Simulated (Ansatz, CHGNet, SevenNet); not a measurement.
**Volume per atom of GeSe (Pnma, No. 62): levels of theory against measurement**

Reference value: 22.91 Å³/atom (measured, temperature not stated, copied from a table, unchecked, no zero-point or thermal correction; as tabulated in Crystal Structures 1, 85 (1963)).

**Question.** What do CHGNet 0.3.0, SevenNet-0, SevenNet-l3i5, LDA, PBE, PBEsol, PBE-D3(BJ), PBE-D4 give, and how far is each from the reference?

**Answer.** 
```
level (code)         value (Å³/atom)  difference (%)
-------------------  ---------------  --------------
CHGNet 0.3.0                   25.08            +9.5
SevenNet-0                     24.18            +5.5
SevenNet-l3i5                  24.50            +6.9
LDA (Ansatz)                   21.37            -6.7
PBE (Ansatz)                   24.62            +7.5
PBEsol (Ansatz)                22.03            -3.8
PBE-D3(BJ) (Ansatz)            23.53            +2.7
PBE-D4 (Ansatz)                22.34            -2.5
```

Leaving aside CHGNet 0.3.0 (doubt noted below): The reference's temperature isn't stated, so close values are not ranked against it.

The reference isn't brought to a static lattice, while the calculations are for one, so the differences are not the levels' errors alone. A static lattice is as a rule a little smaller than the measured one.  CHGNet 0.3.0: the cell has another shape than the first-principles one, perhaps another minimum in the same group. LDA: LDA has no dispersion term either, though it tends to give short spacings of layers, chains or molecules. PBE, PBEsol: the cell comes from a level without a dispersion term, which matters for the spacing of layers, chains or molecules. PBE-D3(BJ), PBE-D4: a distance lies near a switch of the dispersion term, which can move the cell. Ansatz's density-functional and Hartree–Fock values are scalar-relativistic unless marked +SOC, with PAW data made under PBE.

Machine-learned potentials (CHGNet 0.3.0, SevenNet-0, SevenNet-l3i5) are trained on DFT data: a solid inside that data is no test of them.

Differences are worked out from the printed values.

Ansatz is an electronic-structure program.
